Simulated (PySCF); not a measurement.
Gas-phase reaction: 5 C2H4 ⇌ 2 C3H4 (propyne) + 2 C2H6

Energies from PySCF (xtb for GFN2), thermal terms from the rigid-rotor harmonic-oscillator model, ideal gas at 1 bar. The comparison is the NASA 1993 polynomial table, which mixes measured and estimated data. † marks an energy on the PBE0/def2-TZVP geometry and frequencies; other levels use their own. MP2 and CCSD(T) freeze the core. 6-31G* has spherical d functions here. All species are closed-shell singlets. B3LYP is the form with VWN-RPA correlation. MP2 isn't extrapolated to the basis-set limit; its ΔH°(298 K) is -114.4 kJ in def2-SVP and -100.8 kJ in def2-TZVPP. CCSD(T) isn't extrapolated to the basis-set limit; its ΔH°(298 K) is -63.6 kJ in def2-SVP and -56.3 kJ in def2-TZVPP. The harmonic model lacks anharmonicity and excited electronic states, which grow with temperature; levels with a mode under 35 cm⁻¹ are left out. Internal rotation in C2H6 is treated as a harmonic vibration of one conformer, which makes the entropy rough.

```json
[
 {"level": "table", "ΔH°(298 K), kJ": "-61.2", "minus table": "-", "ΔG°(600 K), kJ": "22.3"},
 {"level": "B3LYP/6-31G*", "ΔH°(298 K), kJ": "-67.8", "minus table": "-6.6", "ΔG°(600 K), kJ": "17.8"},
 {"level": "CCSD(T)/def2-TZVPP†", "ΔH°(298 K), kJ": "-56.3", "minus table": "4.9", "ΔG°(600 K), kJ": "30.2"},
 {"level": "GFN2-xTB", "ΔH°(298 K), kJ": "-197.3", "minus table": "-136.1", "ΔG°(600 K), kJ": "-113.3"},
 {"level": "HF/def2-TZVP†", "ΔH°(298 K), kJ": "-29.0", "minus table": "32.2", "ΔG°(600 K), kJ": "57.5"},
 {"level": "MP2/def2-SVP†", "ΔH°(298 K), kJ": "-114.4", "minus table": "-53.2", "ΔG°(600 K), kJ": "-27.9"},
 {"level": "PBE/def2-TZVP†", "ΔH°(298 K), kJ": "-64.7", "minus table": "-3.5", "ΔG°(600 K), kJ": "21.7"},
 {"level": "PBE0/def2-QZVP†", "ΔH°(298 K), kJ": "-75.5", "minus table": "-14.3", "ΔG°(600 K), kJ": "11.0"},
 {"level": "PBE0/def2-SVP†", "ΔH°(298 K), kJ": "-91.4", "minus table": "-30.2", "ΔG°(600 K), kJ": "-4.9"},
 {"level": "LDA/def2-TZVP†", "ΔH°(298 K), kJ": "-114.2", "minus table": "-53.0", "ΔG°(600 K), kJ": "-27.7"},
 {"level": "ωB97M-V/def2-TZVP†", "ΔH°(298 K), kJ": "-64.6", "minus table": "-3.4", "ΔG°(600 K), kJ": "21.8"},
 {"level": "ωB97X-V/def2-TZVP†", "ΔH°(298 K), kJ": "-74.5", "minus table": "-13.3", "ΔG°(600 K), kJ": "12.0"}
]
```
